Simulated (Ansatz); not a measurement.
Harmonic frequencies (cm⁻¹) at PBE0-D4/def2-TZVP from Ansatz: 204, 284, 360, 464, 546, 782, 819, 993, 1102, 1126, 1174, 1314, 1357, 1530, 2071, 3019, 3078, 3828.

Each molecule was computed in one conformer, which needn't be the lowest.

(1) Which molecule is it?
A. `FC1=COC1`
B. `OC1(F)C=C1`
C. `C#COCF`
D. `OC1=C(F)C1`

## Answers

(1) D.
